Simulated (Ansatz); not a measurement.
## Ansatz (development build ahead of 0.2.0) run

```yaml
crystal:
  periodic: [false, false, false]
  atoms:
    - { symbol: C, position_ang: [0.0, 0.00395, -0.78556] }
    - { symbol: C, position_ang: [0.0, -0.00395, 0.78556] }
    - { symbol: C, position_ang: [0.0, 1.20326, -1.59617] }
    - { symbol: C, position_ang: [0.0, -1.20326, 1.59617] }
    - { symbol: H, position_ang: [0.0, -1.05492, -1.31699] }
    - { symbol: H, position_ang: [0.0, 1.05492, 1.31699] }
    - { symbol: H, position_ang: [0.0, 1.15289, -2.77502] }
    - { symbol: H, position_ang: [0.0, 2.27764, -1.10272] }
    - { symbol: H, position_ang: [0.0, -1.15289, 2.77502] }
    - { symbol: H, position_ang: [0.0, -2.27764, 1.10272] }
basis:
  gaussian: { orbitals: cc-pVDZ }
hamiltonian:
  xc: hf
correlation:
  method: mp2
  frozen_orbitals: { C: 1, H: 0 }
```

The input is written out in the form of the current development build from the run's settings.

Results

```
Converged                       : yes
Reference energy                : -154.86103 hartree
Correlation energy              : -0.55944 hartree
Total energy                    : -155.42047 hartree
Spin squared of the determinant : 0.000
```

Caution: in another basis set an unrestricted determinant lies well below.
